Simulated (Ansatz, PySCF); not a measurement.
System: dimethylether, C2H6O (charge 0, singlet). 
Geometry from a B3LYP-D3(BJ)/def2-TZVP (Ansatz, a quantum-chemistry and plane-wave program) optimisation:
SMILES: COC
```xyz
9

C      0.0048     1.1709    -0.2006
O      0.0068     0.0028     0.5882
C     -0.0092    -1.1727    -0.1892
H      0.0177     2.0231     0.4773
H      0.8882     1.2176    -0.8515
H     -0.8928     1.2283    -0.8310
H     -0.0065    -2.0184     0.4970
H     -0.9074    -1.2256    -0.8191
H      0.8735    -1.2363    -0.8396
```

Wanted: vertical ionisation energy (to the doublet state of charge +1; each state is the SCF solution reached for its spin), in eV. Correlated levels leave the core frozen unless marked. UHF or UKS for open shells. No spin-orbit coupling. No relativistic terms. 

```csv
level,program,vertical ionisation energy (eV)
HF/aug-cc-pVDZ,Ansatz,8.85
RI-HF/aug-cc-pVTZ,Ansatz,8.84
SVWN5/def2-TZVPD,Ansatz,9.90
PBE/def2-TZVPD,Ansatz,9.74
r2SCAN/def2-TZVPD,Ansatz,9.77
B3LYP/def2-TZVPD,Ansatz,9.97
PBE0/def2-TZVPD,Ansatz,9.89
BHLYP/def2-TZVPD,Ansatz,9.89
M06-2X/def2-TZVPD,PySCF,10.16
CAM-B3LYP/def2-TZVPD,Ansatz,10.04
wB97M-V/def2-TZVPD,Ansatz,10.02
wB97X-V/def2-TZVPD,Ansatz,10.02
B2PLYP/def2-TZVPD,Ansatz,10.05
MP2/aug-cc-pVDZ,Ansatz,10.37
RI-MP2/aug-cc-pVTZ,Ansatz,10.53
SCS-MP2/aug-cc-pVDZ,Ansatz,10.30
CCSD/aug-cc-pVDZ,Ansatz,9.99
CCSD(T)/aug-cc-pVDZ,Ansatz,10.02
```

For comparison, minus the highest occupied orbital energy (PySCF): 11.55 eV at HF/def2-TZVPD, 6.60 eV at TPSSh/def2-TZVPD, 5.97 eV at BP86/def2-TZVPD.
